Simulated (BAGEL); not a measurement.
**C2H7B (SMILES BCC) at RI-MP2/cc-pVDZ (density fitting with qzvpp-jkfit)**

What is the energy change on altering one bond length of C2H7B at RI-MP2/cc-pVDZ (density fitting with qzvpp-jkfit)? 

The calculation is run with BAGEL 1.2.2.

1 further run of the same task is left out (set aside as unsound or not needed).

### Step 1. The structure to begin with

The species is C2H7B (10 atoms), meant as a singlet with charge 0. SMILES: `BCC`. The shape is that of a PBE0-D4/def2-TZVP optimisation.

Bond lengths: B1–C2 1.551 Å, C2–C3 1.522 Å, B1–H4 1.200 Å, B1–H5 1.199 Å, C2–H6 1.102 Å, C2–H7 1.102 Å, C3–H8 1.093 Å, C3–H9 1.093 Å, C3–H10 1.093 Å. Some angles: B1–C2–C3 118.3°, B1–C2–H6 106.6°, B1–C2–H7 106.4°, C3–C2–H6 111.1°, C3–C2–H7 111.1°, C2–B1–H4 122.2°, C2–B1–H5 119.5°, C2–C3–H8 112.2°, C2–C3–H9 111.1°, C2–C3–H10 111.1°.

### Step 2. A single-point energy at RI-MP2/cc-pVDZ (density fitting with qzvpp-jkfit)

calc.json

```json
{ "bagel" : [

{
  "title" : "molecule",
  "basis" : "cc-pvdz.json",
  "df_basis" : "qzvpp-jkfit",
  "angstrom" : true,
  "geometry" : [
    { "atom" : "B", "xyz" : [      -0.923200,       0.854800,      -0.729500 ] },
    { "atom" : "C", "xyz" : [       0.421700,       0.293700,      -0.199000 ] },
    { "atom" : "C", "xyz" : [       0.384700,      -0.913600,       0.727600 ] },
    { "atom" : "H", "xyz" : [      -1.979600,       0.366600,      -0.436300 ] },
    { "atom" : "H", "xyz" : [      -0.919600,       1.807100,      -1.458300 ] },
    { "atom" : "H", "xyz" : [       0.950700,       1.138100,       0.271400 ] },
    { "atom" : "H", "xyz" : [       1.046800,       0.094100,      -1.084500 ] },
    { "atom" : "H", "xyz" : [       1.384300,      -1.226700,       1.039300 ] },
    { "atom" : "H", "xyz" : [      -0.190300,      -0.697600,       1.631400 ] },
    { "atom" : "H", "xyz" : [      -0.092300,      -1.767800,       0.240900 ] }
  ]
},

{ "title" : "hf" },

{ "title" : "mp2", "ncore" : 3 }

]}
```

The basis set cc-pVDZ is read from a file made from the Basis Set Exchange's data (not shown).

Run with:

```console
BAGEL_NUM_THREADS=1 BAGEL calc.json > calc.out
```

Standard output:

```text
* using 1 threads per process

  ===============================================================
  ===============================================================

  *** Geometry ***

  { "atom" : "B", "xyz" : [     -1.744595,      1.615338,     -1.378555 ] },
  { "atom" : "C", "xyz" : [      0.796898,      0.555013,     -0.376055 ] },
  { "atom" : "C", "xyz" : [      0.726978,     -1.726454,      1.374965 ] },
  { "atom" : "H", "xyz" : [     -3.740902,      0.692774,     -0.824488 ] },
  { "atom" : "H", "xyz" : [     -1.737792,      3.414924,     -2.755788 ] },
  { "atom" : "H", "xyz" : [      1.796563,      2.150697,      0.512872 ] },
  { "atom" : "H", "xyz" : [      1.978165,      0.177823,     -2.049408 ] },
  { "atom" : "H", "xyz" : [      2.615948,     -2.318127,      1.963992 ] },
  { "atom" : "H", "xyz" : [     -0.359615,     -1.318273,      3.082899 ] },
  { "atom" : "H", "xyz" : [     -0.174422,     -3.340658,      0.455235 ] },

  Number of auxiliary basis functions:      351

  Since a DF basis is specified, we compute 2- and 3-index integrals:
    o Being stored without compression. Storage requirement is 0.017 GB

  Number of basis functions:       77
  Number of electrons      :       24

    * METHOD: MOLECULE                             0.13

  *** RHF ***

  === Nuclear Repulsion ===
    68.8192872393

      * DIIS with orbital gradients will be used.

  === RHF iteration (cc-pvdz.json) ===
      0       -104.35028015          0.01631474           0.02
      1       -104.46157554          0.00694455           0.02
      2       -104.47928685          0.00173883           0.02
      3       -104.48081349          0.00021924           0.02
      4       -104.48084145          0.00006101           0.02
      5       -104.48084447          0.00001660           0.02
      6       -104.48084462          0.00000378           0.02
      7       -104.48084463          0.00000110           0.02
      8       -104.48084463          0.00000032           0.02
      9       -104.48084463          0.00000007           0.02
     10       -104.48084463          0.00000002           0.02
     11       -104.48084463          0.00000000           0.02
    * SCF iteration converged.

    * Permanent dipole moment:
           (   -0.201226,     0.046847,    -0.050641) a.u.

    * METHOD: HF                                   0.33

  *** RHF ***

  === Nuclear Repulsion ===
    68.8192872393

      * DIIS with orbital gradients will be used.

  === RHF iteration (cc-pvdz.json) ===
      0       -104.48084463          0.00000000           0.02
    * SCF iteration converged.

    * Permanent dipole moment:
           (   -0.201226,     0.046847,    -0.050641) a.u.

  === DF-MP2 calculation ===

    * freezing 3 orbitals
    * 3-index integral transformation done
    * assembly done

      MP2 correlation energy:   -0.3763611453      0.02

      MP2 total energy:       -104.8572057723

    * METHOD: MP2                                  0.07

  ===============================================================
```

It took 0.7 s on 1 thread of Arm Neoverse V1, shared host.

### Step 3. The distorted shape at the same level

calc.json

```json
{ "bagel": [

{
  "title": "molecule",
  "basis": "cc-pvdz.json",
  "df_basis": "qzvpp-jkfit",
  "angstrom": true,
  "geometry": [
    { "atom": "B", "xyz": [   -1.016991,    0.884748,   -0.596639 ] },
    { "atom": "C", "xyz": [    0.327909,    0.323648,   -0.066139 ] },
    { "atom": "C", "xyz": [    0.290909,   -0.883652,    0.860461 ] },
    { "atom": "H", "xyz": [   -2.073391,    0.396548,   -0.303439 ] },
    { "atom": "H", "xyz": [   -1.013391,    1.837048,   -1.325439 ] },
    { "atom": "H", "xyz": [    0.856909,    1.168048,    0.404261 ] },
    { "atom": "H", "xyz": [    1.046800,    0.094100,   -1.084500 ] },
    { "atom": "H", "xyz": [    1.290509,   -1.196752,    1.172161 ] },
    { "atom": "H", "xyz": [   -0.284091,   -0.667652,    1.764261 ] },
    { "atom": "H", "xyz": [   -0.186091,   -1.737852,    0.373761 ] }
  ]
},
{ "title": "hf" },
{ "title": "mp2", "ncore": 3 }

]}
```

The basis set cc-pVDZ is read from a file made from the Basis Set Exchange's data (not shown).

Run with:

```console
BAGEL_NUM_THREADS=1 BAGEL calc.json > calc.out
```

Standard output:

```text
* using 1 threads per process

  ===============================================================
  ===============================================================

  *** Geometry ***

  { "atom" : "B", "xyz" : [     -1.921834,      1.671931,     -1.127484 ] },
  { "atom" : "C", "xyz" : [      0.619658,      0.611606,     -0.124985 ] },
  { "atom" : "C", "xyz" : [      0.549738,     -1.669860,      1.626036 ] },
  { "atom" : "H", "xyz" : [     -3.918141,      0.749367,     -0.573417 ] },
  { "atom" : "H", "xyz" : [     -1.915031,      3.471518,     -2.504717 ] },
  { "atom" : "H", "xyz" : [      1.619323,      2.207291,      0.763943 ] },
  { "atom" : "H", "xyz" : [      1.978165,      0.177823,     -2.049408 ] },
  { "atom" : "H", "xyz" : [      2.438709,     -2.261534,      2.215063 ] },
  { "atom" : "H", "xyz" : [     -0.536854,     -1.261679,      3.333970 ] },
  { "atom" : "H", "xyz" : [     -0.351661,     -3.284064,      0.706306 ] },

  Number of auxiliary basis functions:      351

  Since a DF basis is specified, we compute 2- and 3-index integrals:
    o Being stored without compression. Storage requirement is 0.017 GB

  Number of basis functions:       77
  Number of electrons      :       24

    * METHOD: MOLECULE                             0.12

  *** RHF ***

  === Nuclear Repulsion ===
    68.2398336879

      * DIIS with orbital gradients will be used.

  === RHF iteration (cc-pvdz.json) ===
      0       -104.33765421          0.01597187           0.02
      1       -104.44835531          0.00695512           0.02
      2       -104.46646526          0.00176226           0.02
      3       -104.46810593          0.00024049           0.02
      4       -104.46813937          0.00006840           0.02
      5       -104.46814302          0.00002059           0.02
      6       -104.46814325          0.00000556           0.02
      7       -104.46814327          0.00000114           0.02
      8       -104.46814327          0.00000037           0.02
      9       -104.46814327          0.00000010           0.02
     10       -104.46814327          0.00000003           0.02
     11       -104.46814327          0.00000001           0.02
     12       -104.46814327          0.00000000           0.02
    * SCF iteration converged.

    * Permanent dipole moment:
           (   -0.169167,     0.048565,    -0.114030) a.u.

    * METHOD: HF                                   0.36

  *** RHF ***

  === Nuclear Repulsion ===
    68.2398336879

      * DIIS with orbital gradients will be used.

  === RHF iteration (cc-pvdz.json) ===
      0       -104.46814327          0.00000000           0.02
    * SCF iteration converged.

    * Permanent dipole moment:
           (   -0.169167,     0.048565,    -0.114030) a.u.

  === DF-MP2 calculation ===

    * freezing 3 orbitals
    * 3-index integral transformation done
    * assembly done

      MP2 correlation energy:   -0.3782908721      0.02

      MP2 total energy:       -104.8464341427

    * METHOD: MP2                                  0.07

  ===============================================================
```

Wall time 0.72 s (1 thread of Arm Neoverse V1, shared host).

### Step 4. What came out

Level: RI-MP2/cc-pVDZ (density fitting with qzvpp-jkfit), 3 core orbitals frozen.

| quantity | value |
| --- | --- |
| first shape: total energy | -104.85721 Eh |
| first shape: correlation energy (3 core orbitals frozen) | -376.4 mEh |
| distorted shape: total energy | -104.84643 Eh |
| distorted shape: correlation energy (3 core orbitals frozen) | -378.3 mEh |
| energy change with the C2–H7 bond stretched from 1.102 to 1.267 Å | 0.293 eV |

**Reading.** With the C2–H7 bond stretched from 1.102 to 1.267 Å the energy rises by 0.29 eV (6.8 kcal/mol). The first shape isn't relaxed at this level, so the change isn't measured from a minimum.
